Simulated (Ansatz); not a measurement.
# Al–AlH–Cl, quintet in cc-pVDZ: errors against UCCSDT(Q)

Geometry: that of the Al–AlH–Cl, triplet, kept fixed. The triplet lies 3.6 eV lower here.

```tsv
atom	x (Å)	y (Å)	z (Å)
Al	0.0000	-0.3948	2.2333
Al	0.0000	0.8333	0.0097
Cl	0.0000	-0.4023	-1.7036
H	0.0000	2.4107	-0.1201
```

Basis cc-pVDZ; Ansatz 0.2.0. Only valence electrons are correlated (noble-gas cores frozen), which leaves 14 electrons in 44 orbitals. Prefix R: restricted or restricted open-shell reference; prefix U: unrestricted.

Full CI isn't at hand for all of this; UCCSDT(Q) serves as the reference, and is uncertain by about the last step of the cluster series. The frozen core follows each run's orbitals, which can shift R against U totals by a few meV.

For open shells CISD is restricted-active-space CI with the open shells as a complete middle space.

```
UHF ⟨S²⟩                          : 6.005
T1 diagnostic (RCCSD)             : 0.0263
largest doubles amplitude (RCCSD) : 0.047
T1 diagnostic (UCCSD)             : 0.0232
```

```
   level  E − E(RHF) (eV)
     UHF          -0.0236
    RMP2          -5.4615
    UMP2          -5.4711
   RCCSD          -6.2915
   UCCSD          -6.2929
RCCSD(T)          -6.4465
UCCSD(T)          -6.4473
```

(1) Estimate how far UCCSDT(Q) in cc-pVDZ lies from RCCSD(T). The table doesn't fix it; the size of (T) and the diagnostics are the guide.

(1) UCCSDT(Q) in cc-pVDZ lies 49 meV below RCCSD(T), which is 31 % of the (T) step (-155 meV). The diagnostics give no warning, yet the rest is a sizeable part of (T). The miss exceeds 1 kcal/mol.

The other levels:

```json
{"level": "CISD", "E − E(UCCSDT(Q)) (meV)": "745", "share of correlation (%)": "88.54", "wall time": "71 s"}
{"level": "BCCD(T)", "E − E(UCCSDT(Q)) (meV)": "47", "share of correlation (%)": "99.28", "wall time": "10 s"}
{"level": "RCCSDT", "E − E(UCCSDT(Q)) (meV)": "15", "share of correlation (%)": "99.77", "wall time": "–"}
{"level": "UCCSDT", "E − E(UCCSDT(Q)) (meV)": "14", "share of correlation (%)": "99.78", "wall time": "–"}
{"level": "RCCSDT(Q)", "E − E(UCCSDT(Q)) (meV)": "2", "share of correlation (%)": "99.97", "wall time": "2.3 min"}
```

The correlation energy at UCCSDT(Q), counted from RHF, is -6.495 eV. That run took 2.1 min on 1 thread of Arm Neoverse N1, shared host.

Times hold each run's SCF and search for its determinant on a shared host, so for small cases they say little of a method's own cost; they ran on 1 thread of Arm Neoverse N1.
